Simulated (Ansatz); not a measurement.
**AlMg+ (quintet): from Hartree-Fock to the top rungs, def2-QZVPP**

An exercise on one series of results from a longer session: the logs are not shown, and one member is left open.

Computed with Ansatz 0.2.0, Gaussian basis. Level: def2-QZVPP, core rule «outside noble gas», up to 10 orbitals frozen.

To be run: UHF; ROHF; CCSD(T) on UHF.

2 further runs of the same task are left out: 2 set aside as unsound or not needed.

## The system

The geometry is a PBE0/def2-TZVP stationary point (not a proven minimum) of the parent state, kept for this charge and spin.

2 atoms, charge 1, spin multiplicity 5.

Atoms are counted from 1 here; the program's logs count them from 0.

No contacts short enough for the rule that draws bonds.

The first run:

File in.yaml:

```yaml
crystal:
  periodic: [false, false, false]
  atoms:
    - {symbol: Al, position_ang: [0.000000, 0.000000, 0.000000]}
    - {symbol: Mg, position_ang: [0.000000, 0.000000, 2.704200]}
basis:
  gaussian: {orbitals: "def2-QZVPP.json"}
total_charge: 1
magnetization: {spin_polarized: true, initial_magnetization: 4}
hamiltonian: {xc: hf}
output: {orbitals: {seedname: orbitals}}
```

Started as:

```console
> ansatz run in.yaml --threads 1 --pin off --events-out ev --progress --plain --max-ram 2393MiB
```

Steps of the session up to this table: UHF; ROHF; CCSD(T) on UHF.

One of the session's tables, all rows but one given; the rest of the session is left out.

| method | from UCCSD(T) (kcal/mol) |
| --- | --- |
| ROHF | +20.06 |
| UHF | ? |
| UMP2 | +6.76 |
| UCCSD | +0.68 |
| UCCSD(T) | 0 |

Estimate the missing values for UHF.

The run gave: from UCCSD(T) (kcal/mol): +19.93. In the column «from UCCSD(T) (kcal/mol)» it lies between UMP2 (+6.76) and ROHF (+20.06).
